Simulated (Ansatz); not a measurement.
The same path of H6NPSi (9 atoms, charge 0, multiplicity 1) was run twice with different band settings. Lost on the way: Si1–H4. Made: N2–H4.

Level of theory: RKS r2SCAN-D4/def2-SVP (Ansatz 0.2.0).

Relaxed end points:

```xyz
9
Properties=species:S:1:pos:R:3
Si -0.456 0.671 -0.862
N 0.869 -0.085 -0.022
P 0.782 -1.090 1.378
H -1.428 -0.349 -1.368
H 0.110 1.440 -2.010
H -1.214 1.594 0.039
H 1.816 0.060 -0.358
H -0.283 -1.975 0.991
H -0.108 -0.312 2.196
```

```xyz
9
Properties=species:S:1:pos:R:3
Si -1.148 0.790 -0.782
N 0.501 -0.359 -0.399
P 0.463 -1.312 1.144
H 0.620 -1.017 -1.176
H -0.331 1.582 -1.817
H -0.722 1.703 0.378
H 1.345 0.223 -0.406
H -0.956 -1.506 1.080
H 0.316 -0.151 1.961
```

Common settings: climbing image yes; spring 5.0 eV/Å²; optimiser quadratic models (default); start path through a guess of the saddle point; force threshold 0.03 eV/Å; iteration limit 60; end points relaxed.

| run | movable images |
| --- | --- |
| 1 | 5 |
| 2 | 2 |

Task: What does each run give, and how far can it be trusted?

Result: Run 1: converged after 16 iterations, highest image 2.892 eV above the first end. Neighbouring images differ by up to 2.1 eV, so the band resolves the path poorly. A vibrational analysis at the climbing image gives one clearly imaginary mode, 1372i cm⁻¹: a first-order saddle point.
Run 2: converged after 17 iterations, highest image 2.893 eV above the first end. Neighbouring images differ by up to 2.9 eV, so the band resolves the path poorly. Another band between the same ends (5 images) ends at a top of the same energy, where a vibrational analysis finds 1 clearly imaginary mode. So few images can step over the top or miss a turn of the path.
The orbitals stay closed-shell, which can raise the energy where a bond breaks towards radicals; this wasn't checked here.
